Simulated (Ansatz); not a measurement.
# AlMgH₂ (quartet): wave-function methods side by side at scale of all distances = 1.303, 6-31G

Aim: climb from Hartree-Fock through coupled cluster and multireference methods for AlMgH₂ (quartet) at one geometry and basis, and see what each rung misses.

Program: Ansatz 0.2.0, Gaussian basis. Level of theory: 6-31G, core rule «outside noble gas», up to 10 orbitals frozen. These are calculated values, not measurements.

Plan: UHF; CCSD(T) on ROHF; CCSD(T) on UHF; BCCD(T) on ROHF; CISD as a restricted active space (open shells left free, so some higher excitations enter); CCSDT(Q) on ROHF; CCSDT(Q) on UHF; CCSDTQ on ROHF; CASSCF and MRCISD+Q, 5 electrons in 5 orbitals; CASSCF and NEVPT2, 5 electrons in 5 orbitals; CASSCF and MRCISD+Q, 7 electrons in 10 orbitals; CASSCF and NEVPT2, 7 electrons in 10 orbitals; Full CI.

16 further runs of the same task are left out: 15 that didn't finish, 1 set aside as unsound or not needed. Runs told in other sessions of the task aren't counted.

### 1 The geometry

The geometry derives from a PBE0/def2-TZVP stationary point (not a proven minimum). All distances are scaled together.

4 atoms, charge 0, spin multiplicity 4.

Atoms are counted from 1 here; the program's logs count them from 0.

No contacts short enough for the rule that draws bonds.

As a file:

```
Al    0.00000    0.07322    1.59088
Mg    0.00000   -0.00184   -1.91717
H     0.00000   -0.42637    3.59507
H     0.00000   -1.48907    0.04830
```

### 2 UHF

in.yaml

```yaml
crystal:
  periodic: [false, false, false]
  atoms:
    - {symbol: Al, position_ang: [0.000000, 0.073215, 1.590883]}
    - {symbol: Mg, position_ang: [0.000000, -0.001843, -1.917167]}
    - {symbol: H, position_ang: [0.000000, -0.426370, 3.595072]}
    - {symbol: H, position_ang: [0.000000, -1.489067, 0.048296]}
basis:
  gaussian: {orbitals: 6-31G}
magnetization: {spin_polarized: true, initial_magnetization: 3}
hamiltonian: {xc: hf}
output: {orbitals: {seedname: orbitals}}
```

Launch:

```bash
ansatz run in.yaml --threads 1 --pin off --events-out ev --progress --plain --max-ram 2393MiB
```

After this run come: CCSD(T) on ROHF; CCSD(T) on UHF; BCCD(T) on ROHF; CISD as a restricted active space (open shells left free, so some higher excitations enter); CCSDT(Q) on ROHF; CCSDT(Q) on UHF; CCSDTQ on ROHF; CASSCF and MRCISD+Q, 5 electrons in 5 orbitals; CASSCF and NEVPT2, 5 electrons in 5 orbitals; CASSCF and MRCISD+Q, 7 electrons in 10 orbitals; CASSCF and NEVPT2, 7 electrons in 10 orbitals; Full CI.

**Question.** What will the summary of the whole plan be? Wanted: FCI from the RHF energy; RMP2 from FCI; UMP2 from FCI; RCCSD from FCI; RCCSD(T) from FCI; UCCSD(T) from FCI; RCCSDT(Q) from FCI; UCCSDT(Q) from FCI; NEVPT2 pair from FCI.

The runs gave:

```
                         quantity                                                                            value
          FCI from the ROHF energy                                                                       -2.1325 eV
                    RMP2 from FCI                                                                     +88.2 kJ/mol
                    UMP2 from FCI                                                                     +87.5 kJ/mol
                   RCCSD from FCI                                                                     +13.3 kJ/mol
                RCCSD(T) from FCI                                                                      +5.5 kJ/mol
                UCCSD(T) from FCI                                                                      +5.2 kJ/mol
               RCCSDT(Q) from FCI                                                                      +0.1 kJ/mol
               UCCSDT(Q) from FCI                                                                      -0.1 kJ/mol
             NEVPT2 pair from FCI                                                                     +62.3 kJ/mol
           MRCISD+Q pair from FCI                                                                      +5.2 kJ/mol
          NEVPT2 valence from FCI                                                                     +10.5 kJ/mol
levels within 1 kcal/mol (43 meV)  RCCSDT, UCCSDT, RCCSDT(Q), UCCSDT(Q), RCCSDTQ, MRCISD valence, MRCISD+Q valence
                    T1 diagnostic                                                                            0.064
   effectively unpaired electrons                                                                             3.11
```

In words: RCCSD(T) lands +5.5 kJ/mol from the yardstick (2.7 % of the correlation energy). The occupations are near whole numbers, but T1 = 0.064 shows that the orbitals relax strongly. Of the multireference levels listed MRCISD+Q valence comes nearest in total energy (+1.1 kJ/mol), which doesn't show that its space is the better one. These misses are within one basis, not against nature; the frozen cores of restricted and unrestricted runs differ, which can shift their rows.

Levels on UHF freeze UHF's core orbitals, full CI those of ROHF, so the U rows can settle a little off it for that reason alone.

With open shells the CI space here admits some higher excitations, so it is larger than plain CISD.
